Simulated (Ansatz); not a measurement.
Ansatz (an electronic-structure program) input:

Ansatz 0.2 input:
```yaml
crystal:
  periodic: [false, false, false]
  atoms:
    - {symbol: C, position_ang: [-0.01423719, -0.06952151, -1.23419539]}
    - {symbol: Si, position_ang: [0.00834037, 0.17010305, 0.73186645]}
    - {symbol: H, position_ang: [-0.01728263, -1.11287275, -1.56859470]}
    - {symbol: H, position_ang: [-0.89893486, 0.41944684, -1.65979309]}
    - {symbol: H, position_ang: [0.85959133, 0.42084071, -1.68015728]}
    - {symbol: H, position_ang: [-1.11421076, -0.84675739, 1.04684283]}
    - {symbol: H, position_ang: [1.13949487, -0.84497103, 1.02074434]}
basis:
  gaussian:
    orbitals: 6-31G*
hamiltonian:
  xc: {name: PBE0}
total_charge: -1
```

Question: What final total energy does it print?

Answer: -330.38380 Eh (PBE0/6-31G*).

It need not be the lowest isomer of its formula. Whether it binds its extra electron was not tested at this geometry.
